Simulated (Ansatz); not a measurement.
What does this script print? It uses Ansatz's Python interface.

`run_composite.py`
```python
'''Relax CH2AlN cheaply, then refine its energy.'''

import itertools

import ansatz as az
from ase.data import atomic_numbers, covalent_radii
import numpy as np

GEOMETRY = '''
N     1.44100   -1.40500    1.42680
C     0.71240   -0.71100    0.73860
Al   -0.45140    0.38680   -0.40780
H    -1.59630   -0.25900   -1.14230
H    -0.05580    1.91450   -0.65670
'''


def main() -> None:
    mol = az.Crystal.molecule()
    for line in GEOMETRY.strip().splitlines():
        symbol, *xyz = line.split()
        mol = mol.atom(symbol, [float(v) for v in xyz])

    setup = mol.calculation()
    setup = setup.basis(gaussian='def2-SVP')
    setup = setup.functional('r2SCAN')
    setup = setup.accuracy('medium')
    symbols = [site.symbol for site in mol.cartesian_sites]
    start = np.array([site.position_ang for site in mol.cartesian_sites], dtype=float)
    r = setup.relax(force_tolerance=0.01).run(threads=1, backend='cpu').report
    end = np.array(r['positions_ang'])
    # pairs closer than 1.2 times the sum of covalent radii, before or after
    radius = [covalent_radii[atomic_numbers[s]] for s in symbols]
    span = lambda where, i, j: np.linalg.norm(where[i] - where[j])
    bonded = [(i, j) for i, j in itertools.combinations(range(len(symbols)), 2) if min(span(start, i, j), span(end, i, j)) < 1.2 * (radius[i] + radius[j])]
    print('pair        before    after (A)')
    for i, j in bonded:
        print(f'{symbols[i]}{i}-{symbols[j]}{j}'.ljust(10), f'{span(start, i, j):8.4f} {span(end, i, j):8.4f}')

    minimum = az.Crystal.molecule()
    for symbol, place in zip(symbols, end):
        minimum = minimum.atom(symbol, place.tolist())
    at_minimum = minimum.calculation()
    # MP2 extrapolated to the basis limit, plus the small-basis difference CCSD(T) - MP2
    level = lambda method, basis: at_minimum.basis(gaussian=basis).correlation(method).run(threads=1, backend='cpu').report
    small, large, cluster = level('mp2', 'cc-pVDZ'), level('mp2', 'cc-pVTZ'), level('ccsd_t', 'cc-pVDZ')
    corr = lambda each: (each['free_energy_ev'] - each['reference_energy_ev']) / 27.211386246
    mp2_limit = (27 * corr(large) - 8 * corr(small)) / 19
    pieces = {'HF / cc-pVTZ': large['reference_energy_ev'] / 27.211386246, 'MP2 correlation, DZ-TZ limit': mp2_limit, 'CCSD(T) - MP2 / cc-pVDZ': corr(cluster) - corr(small)}
    for name, value in pieces.items():
        print(f'{name:32s} {value:14.6f} Ha')
    print(f'{"sum":32s} {sum(pieces.values()):14.6f} Ha')
    print('T1 diagnostic', round(cluster['correlation']['coupled_cluster']['t1_diagnostic'], 4))


if __name__ == '__main__':
    main()
```

```console
$ python run_composite.py
pair        before    after (A)
N0-C1        1.2191   1.1673
C1-Al2       1.9682   1.9451
Al2-H3       1.5058   1.5760
Al2-H4       1.5976   1.5760
HF / cc-pVTZ                        -335.434840 Ha
MP2 correlation, DZ-TZ limit          -0.446248 Ha
CCSD(T) - MP2 / cc-pVDZ               -0.035166 Ha
sum                                 -335.916253 Ha
T1 diagnostic 0.0134
```

What to keep in mind:
- These settings explore the input space; basis and method may be short of convergence.
- The sum leaves out core correlation, relativity, the Hartree-Fock basis error and zero-point energy; a DZ-TZ extrapolation is rough.
- Inner cores stay frozen, so this is valence correlation.
- For Al to Cl the sets with a tight d function, cc-pV(X+d)Z, are usual.
- An extrapolation from small basis sets is rough.
- Wall time of the script: 7.8 s on 1 thread of Intel(R) Xeon(R) 6975P-C (Granite Rapids), with other jobs on the host, peak memory 0.24 GiB.

(A comment or docstring line of the script was reworded after the run, the code is as it ran; lines on the test bed's own set-up are left out of the output.)
